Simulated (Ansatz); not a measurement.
Take HfS2 in the CdI2 type structure (space group P-3m1, No. 164; a = 3.6057 Å, c = 5.7676 Å; layered, stacked along the Cartesian z axis) as the base.

Level of theory: plane-wave PAW DFT at the PBE-D3(BJ) level (Ansatz, a program for electronic structure, 420 eV), spin-orbit coupling left out.

Perturbation: full substitution Hf → Ti; the structure is relaxed again.

Measured lattice parameter a: HfS2 3.635 Å (temperature not stated; as listed in Torbjörn Björkman, The Journal of Chemical Physics (2014)); TiS2 3.4073 Å (temperature not stated; as listed in R.R. Chianelli, J.C. Scanlon, A.H. Thompson, Materials Research Bulletin (1975)).

### Question
How well does PBE-D3(BJ) reproduce the measured shift?

### Answer
With PBE-D3(BJ) the lattice parameter a moves by -0.245 Å (3.606 → 3.361) against -0.228 Å measured.

Stability against distortions was not tested. All final runs are without spin polarisation.
